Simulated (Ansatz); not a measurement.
Scan of [Br···H···SiH3], doublet

Starting geometry:

```xyz
6

Br   -1.0477    0.0000    0.0000
H     0.3729    0.0000    0.0000
Si    2.6353    0.0000    0.0000
H     3.0852   -1.4163    0.0000
H     3.0852    0.7081   -1.2265
H     3.0852    0.7081    1.2265
```

From there H2 is moved from one fragment to the other while all else, the fragments' distance too, stays fixed, so the hump isn't the reaction's barrier; atoms are numbered as listed. Energies are in kJ/mol, counted from the starting geometry at the same level. Kohn–Sham curves are unrestricted where that lies lower.

Basis cc-pVDZ; Ansatz 0.2.0. Only valence electrons are correlated (noble-gas cores and the filled d shells of p-block atoms frozen). Prefix R: restricted or restricted open-shell reference; prefix U: unrestricted. No spin–orbit coupling is included, and no scalar relativity.

In so small a basis the reference is far from its limit while semilocal and hybrid functionals are nearer theirs (RPA and double hybrids share much of the reference's basis error), so the functionals' errors here hold much of the reference's basis and frozen-core error, which can add to them or hide them.

Full CI isn't at hand for all of this; UCCSDT(Q) serves as the reference, and is uncertain by about the last step of the cluster series.

```
distance Br1-H2 (Å)  UCCSDT(Q)   PBE   BLYP  r2SCAN  PBE0  B3LYP  wB97M-V  B2PLYP  RPA-PBE
              1.421        0.0   0.0    0.0     0.0   0.0    0.0      0.0     0.0      0.0
              1.538        2.2  -7.7   -8.9    -4.0  -3.0   -4.9     -0.8    -1.2     -0.1
              1.773       17.3  -2.4   -8.0     6.4   7.2    0.4      9.5     9.3      9.0
              2.008       -4.6  -8.9  -19.7    -2.1  -4.0  -14.8    -11.7    -9.0    -15.1
              2.243      -16.5   3.6  -11.9     4.5   0.4  -13.0    -18.4   -13.9    -27.7
```

Question: Judged by the spread of the error over the points with a reference (largest less smallest), which of these follows UCCSDT(Q) best and which worst?

Answer: Subtracting the UCCSDT(Q) column from each: best wB97M-V (errors from -7.8 to 0.0, spread 7.8 kJ/mol), worst PBE (from -19.7 to 20.1, spread 39.8 kJ/mol). Functionals and wave-function methods converge differently with the basis, so part of this is basis effect.
